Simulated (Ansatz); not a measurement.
System: body-centred tetragonal In. Method: PBE in Ansatz (PAW).

Run with plane-wave cutoff 520 eV, 24×24×24 k mesh, Fermi–Dirac smearing 0.05 eV, scalar-relativistic PAW data made under PBE.

Energies at three volumes about the minimum:

```tsv
V (Å³/atom)	E − E_lowest (meV/atom)
26.918	1.28
27.468	0.00
28.017	1.16
```

### Question
Fit a parabola by hand: where is the minimum, and what is the bulk modulus?

### Answer
Slopes: (0.00 − 1.28)/(27.468 − 26.918) = -2.327 and (1.16 − 0.00)/(28.017 − 27.468) = 2.113 meV/Å³. Curvature E″ = 2 × (2.113 − (-2.327))/(28.017 − 26.918) = 8.080 meV/Å⁶. From the middle of the first interval, the slope vanishes at V0 = 27.1930 − (-2.327)/8.080 = 27.481 Å³/atom. B = V0 E″ = 27.481 × 8.080 meV/Å³ × 0.1602 GPa per meV/Å³ = 35.6 GPa. The full Birch–Murnaghan fit to all volumes gives V0 = 27.469 Å³/atom and B0 = 35.5 GPa.

Shape and atoms are relaxed at each volume.

Measured, for comparison: bulk modulus 44.7 GPa, equilibrium volume per atom 25.70 Å³/atom (copied from a table, unchecked, extrapolated to 0 K and zero-point effects removed; as tabulated in Lejaeghere et al. (2013), arXiv:1204.2733). Computed less measured: bulk modulus not scored (unchecked), equilibrium volume per atom not scored (unchecked).

Ansatz is a program for electronic structure.
